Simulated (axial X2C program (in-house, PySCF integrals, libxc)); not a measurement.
LiP: cheaper levels and CCSD(T), two-component

All values were computed with an in-house relativistic program for diatomic molecules. Two-component (2c) means X2C with spin–orbit coupling and atomic mean-field two-electron Coulomb and Gaunt terms. Basis: P dyall-v3z [8s7p2d1f], Li dyall-cv3z [7s8p2d] (cores contracted in-house); Gaussian nuclei, density fitting, unrestricted open shells. Masses: P 30.974 u, Li 7.016 u.

State: Ω = 1 (⟨Sz⟩ = 1.00, ⟨Lz⟩ = 0.00 at HF); fragments P + Li.

| level | Re (Å) | ωe (cm⁻¹) | De (eV) |
| --- | --- | --- | --- |
| PBE0 | 2.324 | 492.2 | 1.77 |
| HF | 2.347 | 493.6 | 0.733 |
| MP2 | 2.349 | 483.1 | 1.45 |
| CCSD | 2.345 | 483.9 | 1.55 |
| r2SCAN0 | 2.329 | 493.2 | 1.77 |

Correlated methods: 6 electrons correlated (number of frozen shells: P 2 s, 1 p; Li 1 s), 142 virtual spin orbitals or spinors in MP2, 66 natural virtuals in coupled cluster.

CCSD(T), same Hamiltonian and basis:

Re = 2.348 Å, ωe = 480.2 cm⁻¹, De = 1.60 eV; T1 = 0.013 (Lee–Taylor normalisation).

Question: Give the differences from CCSD(T) in the columns below.

Answer: 

```
  level  ΔRe (Å)  Δωe (cm⁻¹)  ΔDe (eV)
   PBE0   -0.024          12      0.17
     HF   -0.001          13     -0.87
    MP2    0.001           3     -0.15
   CCSD   -0.003           4     -0.05
r2SCAN0   -0.019          13      0.17
```

The state is one determinant whose occupation by symmetry is held fixed; it was picked as the lowest of a PBE0 search that is not exhaustive. Dissociation energies refer to the lowest single-determinant-based atoms at the same level and basis. Density functionals use the spin component along the axis (collinear). CCSD and (T) use frozen natural virtuals with an MP2 correction for the truncation; (T) itself is uncorrected, so its De runs slightly low. Other states lie close and PBE0, whose exact exchange favours high spin, may order them wrongly; the determinant shown need not be the ground state. The nearest other 2c determinant of the search, Ω = 2, lies 0.77 eV up at the distance of the search. With several unpaired electrons one determinant need not be a pure state. Open-shell Ω = 0 determinants with evenly filled partner blocks cannot be reached by this program, so the Ω shown need not be the lowest component. This is the Ω = 1 component of a π² triplet; the 0⁺ component is not one determinant and can lie lowest. Some points did not converge and are left out. The stretched end of a curve changes character and is left out.
